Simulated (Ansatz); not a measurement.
A made-up structure of SiNH2S, doublet:

```xyz
5
angstrom
N -0.4824 0.5134 -0.2594
Si 1.6928 -1.7055 0.6235
S 0.1930 -0.4810 0.9272
H -1.2534 1.1350 -0.0798
H -0.1500 0.5382 -1.2116
```

It is relaxed with PBE-D4/def2-SVP and then PBE0-D4/def2-TZVP (Ansatz 0.2.0). Atoms count as bonded within 1.22 times the sum of their covalent radii (H–H: 0.88 Å). The end point is not checked to be a true minimum.

Does its bonding change? (A judgement: the text doesn't fix the answer.)

The calculation gives: No: no bond forms or breaks.

Where it ends: The first stage lowers the energy by 0.40 eV in 13 steps. It ends as SiNH₂S ([NH2][S][Si]):
```csv
atom,x (Å),y (Å),z (Å)
N1,-0.7357,0.3426,-0.3332
Si2,1.7493,-1.3938,0.4810
S3,-0.0834,-0.5883,0.9790
H4,-0.8475,1.3003,-0.0149
H5,-0.0828,0.3392,-1.1118
```

Labels in which every atom is bracketed show which atoms are joined, not bond orders.

For scale, one of the runs: PBE0-D4/def2-TZVP relaxation, 117 basis functions, launched by `ansatz run in.yaml --threads 2 --pin off --events-out ev --progress --plain --max-ram 4352MiB`. The run took about 24 s on 2 CPU threads of an Arm Neoverse V2 (shared host).
